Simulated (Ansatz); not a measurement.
`CCC(O)F` → `[CH]F` + ethanol at 600 K and 1 bar (formal loss of a carbene).

Gas-phase electronic energies from Ansatz, PBE0-D4/def2-TZVP geometries. CCSD(T)/CBS is the MP2 limit (def2-TZVPP, def2-QZVPP) plus CCSD(T) − MP2 in def2-TZVPP, frozen cores. This one scheme is used for every species. Each species was taken in one conformer, which may not be the lowest.

```csv
species,CCSD(T)/CBS energy (Eh),H − E (kJ/mol),S (J/(mol·K))
`CCC(O)F`,-293.34418,323.3,403.1
`[CH]F`,-138.29972,54.0,249.2
`CCO`,-154.88256,250.6,328.9
```

H − E and S are ideal-gas, rigid-rotor, harmonic terms from PBE0-D4/def2-TZVP, for one conformer and one mirror image of each species. 1 Eh = 2625.50 kJ/mol, R = 8.31446 J/(mol·K).

By hand: ΔE, ΔH, ΔS and ΔG.

ΔE = (-138.29972) + (-154.88256) − (-293.34418) = 0.16190 Eh = 425.1 kJ/mol. Δ(H − E) = 54.0 + 250.6 − 323.3 = -18.7, so ΔH = 406.4 kJ/mol. ΔS = 249.2 + 328.9 − 403.1 = 175.0 J/(mol·K). ΔG = 406.4 − 600 × (175.0)/1000 = 301.4 kJ/mol.

By hand: the equilibrium constant, and the temperature at which ΔG would vanish if ΔH and ΔS stayed fixed.

log₁₀ K = −ΔG/(RT ln 10) = -26.2. ΔG = 0 at ΔH/ΔS = 2322 K.

The number of gas molecules changes by +1, which sets the sign of ΔS. A doubt of 5 kJ/mol in ΔE shifts log₁₀ K by 0.4 here. Other conformers and mirror images would add mixing entropy, several J/(mol·K) or more a flexible species. These are equilibria of isolated gas molecules and say nothing of rates. Largest T1 diagnostic: 0.018 (customary marks: 0.02 for closed shells, 0.045 for open ones).
